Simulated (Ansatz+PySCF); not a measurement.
The numbers below are computed, except where a source is named.
## PySCF 2.14.0 run

```python
from pyscf import gto, scf

mol = gto.M(atom="""
C 0.000000 -0.447730 -0.381840
C 0.000000 -0.469310 1.249230
O 0.000000 0.997040 -0.843390
H -0.960310 -1.038530 -0.788400
H 0.960310 -1.038530 -0.788400
H 0.000000 -1.584120 1.660400
H 0.960790 0.089110 1.670490
H -0.960790 0.089110 1.670490
H 0.000000 1.008830 -1.881770
""", basis='def2-svp', charge=0, spin=0)
mf = scf.UHF(mol)
mf.init_guess = 'huckel'
mf.kernel()
while True:  # follow internal instabilities
    mo, _, stable, _ = mf.stability(return_status=True)
    if stable: break
    mf.kernel(mf.make_rdm1(mo, mf.mo_occ))
print(mf.converged, mf.e_tot, mf.spin_square()[0])
```

The script is written out from the run's settings.

The run gave:

```
Converged                       : yes
Total energy                    : -153.91369 hartree
Spin squared of the determinant : 0.000
```
